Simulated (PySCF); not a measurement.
**What binds N₂⁺: the parts of the energy along the bond**

State: doublet, unpaired electrons σ ↑. ROHF-based CCSD(T) in PySCF 2.14 with N cc-pVTZ and N cc-pVQZ (frozen core orbitals: 2; no relativity). Correlation energies are extrapolated as n⁻³ (n = 3, 4), Hartree–Fock as (n+1)·exp(−9√n). CV is the change on freezing 0 orbitals instead, in N cc-pwCVTZ. SR is the spin-free X2C energy in N cc-pVTZ-DK less the non-relativistic one in N cc-pVTZ. All energies in eV from N⁺ + N.

```tsv
R (Å)	HF/CBS	CCSD corr.	(T)	CV	SR	total
0.9747	-2.066	-4.394	-0.4449	-0.0757	0.0027	-6.978
1.0190	-2.908	-4.577	-0.4915	-0.0612	0.0057	-8.031
1.0633	-3.243	-4.764	-0.5405	-0.0485	0.0078	-8.588
1.1076	-3.202	-4.955	-0.5921	-0.0375	0.0092	-8.777
1.1519	-2.888	-5.148	-0.6459	-0.0278	0.0099	-8.700
1.2073	-2.228	-5.394	-0.7162	-0.0175	0.0103	-8.346
1.2627	-1.378	-5.643	-0.7900	-0.0088	0.0101	-7.810
```

A fit to the total gives Re = 1.1147 Å, De = 8.780 eV, ωe = 2226.9 cm⁻¹, Be = 1.938 cm⁻¹ (masses 14.0031 and 14.0031 u).

Problem. At R = 1.1076 Å the CCSD correlation energy is -0.385133 hartree in the smaller basis and -0.402574 in the larger. Extrapolate it.

Solution. (4³·E4 − 3³·E3)/(4³ − 3³) = -0.41530 hartree; the larger basis holds 96.9 % of it.

The T1 diagnostic is 0.022. The state was picked by a PBE0 search and need not be the measured ground state. Spin–orbit coupling, excitations beyond (T) and corrections to the Born–Oppenheimer picture are left out.
